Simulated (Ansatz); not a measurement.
C4H6O can be A, `COC1=CC1`, or B, `C/C=C/C=O`.

Calculated with Ansatz (gas phase, PBE0-D4/def2-TZVP geometries, no zero-point term in ΔE). CBS: MP2 limit from def2 TZ/QZ plus the TZ coupled-cluster correction, frozen cores. DFT in def2-TZVPP. B3LYP here is the variant with VWN-RPA as its local correlation; programs differ in this. One conformer a species, not always the lowest.

A:

Z-matrix (Å, degrees):
```
C
O 1 1.422
H 1 1.093 2 110.4
H 1 1.088 2 106.6 3 -119.5
H 1 1.093 2 110.4 3 121.1
C 2 1.317 1 113.4 3 -60.7
C 6 1.467 2 141.6 1 -180.0
C 6 1.291 2 151.5 1 -0.0
H 7 1.093 6 119.8 2 74.4
H 7 1.093 6 119.8 2 -74.4
H 8 1.074 6 153.4 2 -0.0
```

B:

Z-matrix (Å, degrees):
```
C
C 1 1.483
H 1 1.095 2 110.6
H 1 1.090 2 111.9 3 121.3
H 1 1.095 2 110.5 3 -117.4
C 2 1.334 1 125.9 3 -121.9
H 2 1.090 1 116.5 3 58.2
C 6 1.461 2 120.6 1 -179.9
H 6 1.086 2 122.2 1 0.1
O 8 1.206 6 124.8 2 179.9
H 8 1.113 6 114.4 2 -0.1
```

Which isomer does CCSD(T)/CBS put lower? Give the gap. (An estimate is asked.)

Ansatz gave: B, by 233.8 kJ/mol.

Give E(B) − E(A) in kJ/mol with CCSD/def2-TZVPP, PBE-D4, r2SCAN-D4, B3LYP, PBE0-D4, MP2/def2-TZVPP, CCSD(T)/def2-TZVPP. (Estimate.)

Ansatz gave: CCSD/def2-TZVPP -234.7, PBE-D4 -223.1, r2SCAN-D4 -230.8, B3LYP -239.5, PBE0-D4 -220.6, MP2/def2-TZVPP -227.6, CCSD(T)/def2-TZVPP -234.8. None reverses the order clearly.

Largest T1 diagnostic: 0.014.

In def2-TZVPP, CCSD(T) changes the Hartree–Fock value by +18.7 kJ/mol (the triples alone add −0.1 kJ/mol) and MP2 by +25.9 kJ/mol.
